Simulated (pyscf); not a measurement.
PySCF, gas phase, ωB97X-D3(BJ)/def2-SVP geometries. Correlated levels are frozen-core, on RHF or UHF. ΔMP2 is the change of the MP2 total energy from the triple- to the quadruple-zeta basis.

SMILES: CBO
```xyz
8

C     -0.2179     0.7749    -1.8082
B     -1.0684     0.5322    -0.5002
O     -1.9167     1.4532     0.0243
H      0.8554     0.6544    -1.5800
H     -0.3640     1.7623    -2.2781
H     -0.4551    -0.0033    -2.5544
H     -1.0041    -0.5124     0.1140
H     -1.9431     2.2707    -0.4873
```

Task: What is the homolytic dissociation enthalpy (298 K, CCSD(T)/def2-TZVPP + ΔMP2(QZVPP)) of the B–C bond of H₃C–BH–OH (SMILES CBO), to CH₃• + [HB–OH]•?

Result: B–C to CH₃• + [HB–OH]•: 104.8 kcal/mol. The radicals are drawn with the spin at the cut bond; how far it spreads was not checked. [HB–OH]• lies 5.8 kcal/mol over its isomer H₂B–O•, and others may lie lower still (electronic energy, ωB97M-D3(BJ)). The CCSD(T) − MP2 part came from Ansatz, without density fitting, on the same reference.
